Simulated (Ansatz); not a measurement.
## Tungsten, bcc: convergence with the k-point mesh

Computed with Ansatz, r²SCAN, scalar-relativistic PAW, on the relaxed cell (a = 3.170 Å; spin not included). Errors count from a run at 500 eV on a Γ-centred 23×23×23 mesh with Fermi-Dirac smearing of 0.1 eV, extrapolated to zero width. Fixed here: cutoff 500 eV, Fermi-Dirac width 0.1 eV. The SCF starts from atomic densities corrected by a trained network.

| k-mesh | E(σ→0) error (meV/atom) | P (GPa) | SCF iterations |
| --- | --- | --- | --- |
| 2×2×2 | 503.4 | 12.29 | 6 |
| 4×4×4 | 165.0 | -1.69 | 6 |
| 5×5×5 | -52.6 | -0.77 | 6 |
| 7×7×7 | 72.5 | 0.94 | 6 |
| 9×9×9 | -12.1 | -0.40 | 6 |
| 15×15×15 | 3.8 | -0.22 | 6 |
| 20×20×20 | -1.4 | -0.31 | 6 |

Task: What does the run at 11×11×11 give (k-mesh)?

Result: E(σ→0) error (meV/atom): 22.4; P (GPa): 0.07; SCF iterations: 6.

Within 5 meV/atom of the last row: from 20×20×20 on.
